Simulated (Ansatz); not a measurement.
**C3H3NO: vertical ionisation energy**

How much energy removes an electron from C3H3NO at fixed geometry? The cation is run at each level and the neutral's energy taken from earlier runs.

Computed with Ansatz 0.2.0, Gaussian basis. Level: unrestricted cation, the program's frozen cores in correlated methods.

The runs, in order: UKS PBE-D4/def2-TZVPP; UKS r2SCAN-D4/def2-TZVPP; UKS PBE0-D4/def2-TZVPP; UKS B3LYP-D4/def2-TZVPP; UKS wB97X-V/def2-TZVPP; UKS wB97M-V/def2-TZVPP; UKS B2PLYP/def2-TZVPP; UHF-CCSD(T)/def2-TZVPP; UHF-MP2/def2-QZVPP; extrapolation to the limit; then −ε(HOMO) from the neutral's earlier runs with LDA (SPW92), PBE-D4, revPBE-D4, BLYP-D4, r2SCAN-D4, B97M-V, PBE0-D4, B3LYP-D4, r2SCANh-D4, r2SCAN0-D4, HSE06-D4, BHLYP-D4, CAM-B3LYP-D4, LC-ωPBE, ωB97X-V, ωB97M-V.

## 1. The geometry

An earlier PBE0-D4 in a triple-zeta def2 set relaxation fixed the geometry.

SMILES `C=C(O)C#N`, 8 atoms, charge 0, spin multiplicity 1.

Atoms are counted from 1 here; the program's logs count them from 0.

Bond lengths: C1–C2 1.329 Å, C1–H6 1.079 Å, C1–H7 1.082 Å, C2–O3 1.355 Å, C2–C4 1.433 Å, O3–H8 0.961 Å, C4–N5 1.152 Å. Angles: C2–C1–H6 120.0°, C2–C1–H7 120.4°, H6–C1–H7 119.6°, C1–C2–O3 122.4°, C1–C2–C4 121.5°, O3–C2–C4 116.1°, C2–O3–H8 110.2°, C2–C4–N5 177.2°.

## 2. Cation, UKS PBE-D4/def2-TZVPP

The input, in.yaml:

```yaml
crystal:
  periodic: [false, false, false]
  atoms:
    - {symbol: C, position_ang: [0.430024, 0.325417, 1.148297]}
    - {symbol: C, position_ang: [0.000727, -0.184042, -0.002047]}
    - {symbol: O, position_ang: [-0.157703, -1.516629, -0.192790]}
    - {symbol: C, position_ang: [-0.322541, 0.654836, -1.118026]}
    - {symbol: N, position_ang: [-0.595436, 1.283059, -2.043876]}
    - {symbol: H, position_ang: [0.541884, 1.393452, 1.257378]}
    - {symbol: H, position_ang: [0.669184, -0.324601, 1.979499]}
    - {symbol: H, position_ang: [-0.474141, -1.688592, -1.084235]}
basis:
  gaussian: {orbitals: def2-TZVPP}
total_charge: 1
magnetization: {spin_polarized: true, initial_magnetization: 1}
hamiltonian: {xc: pbe, dispersion: d4}
```

After this run come: Cation, UKS r2SCAN-D4/def2-TZVPP; Cation, UKS PBE0-D4/def2-TZVPP; Cation, UKS B3LYP-D4/def2-TZVPP; Cation, UKS wB97X-V/def2-TZVPP; Cation, UKS wB97M-V/def2-TZVPP; Cation, UKS B2PLYP (frozen core)/def2-TZVPP; Cation, UHF-CCSD(T)/def2-TZVPP; Cation, UHF-MP2/def2-QZVPP.

**Question.** What will the summary of the whole plan be? Wanted: ionisation energy, CCSD(T)/CBS; nearest functional by difference; nearest −ε(HOMO); −ε(HOMO) of PBE; T1 of the cation.

**Answer**, as computed:

| quantity | value |
| --- | --- |
| ionisation energy, CCSD(T)/CBS | 10.27 eV |
| nearest functional by difference | ωB97X-V (-0.31 eV) |
| nearest −ε(HOMO) | LC-ωPBE (+0.06 eV) |
| −ε(HOMO) of PBE | 6.47 eV |
| T1 of the cation | 0.036 |

**Reading.** By cation minus neutral, the functionals miss by 0.50 eV at most. The PBE orbital energy is 3.8 eV too small: a semilocal HOMO is no ionisation energy. Among orbital estimates LC-ωPBE comes nearest. Hartree-Fock falls 1.38 eV short, as the neutral has more correlation energy than the cation. The cation's T1 (from the report) is 0.036, near the customary mark of 0.045 for open shells, so the coupled-cluster value is less safe.
